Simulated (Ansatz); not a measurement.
A made-up structure of CH$_{2}$N, doublet:

C1  (0.408, -0.211, 0.513)
N2  (0.288, 0.645, -0.343)
H3  (0.896, 1.460, -0.260)
H4  (-0.510, 0.651, -0.986)
(Å)

It is relaxed with PBE-D4/def2-SVP and then PBE0-D4/def2-TZVP (Ansatz 0.2.0). Atoms count as bonded within 1.22 times the sum of their covalent radii (H–H: 0.88 Å). The end point is not checked to be a true minimum.

Problem. Does its bonding change? (Judge from chemistry; the calculation decides.)

Solution. Computed: No: no bond forms or breaks.

Where it ends: The first stage lowers the energy by 0.33 eV in 6 steps. It ends as CH₂N ([C][NH2]):
C1  (0.412, -0.289, 0.547)
N2  (0.265, 0.669, -0.297)
H3  (0.878, 1.485, -0.324)
H4  (-0.474, 0.680, -1.002)
(Å)

Labels in which every atom is bracketed show which atoms are joined, not bond orders.

For scale, one of the runs: PBE0-D4/def2-TZVP relaxation, 74 basis functions, launched by `ansatz run in.yaml --threads 2 --pin off --events-out ev --progress --plain --max-ram 4352MiB`. The run took about 3.4 s on 2 CPU threads of an Arm Neoverse V2 (shared host).
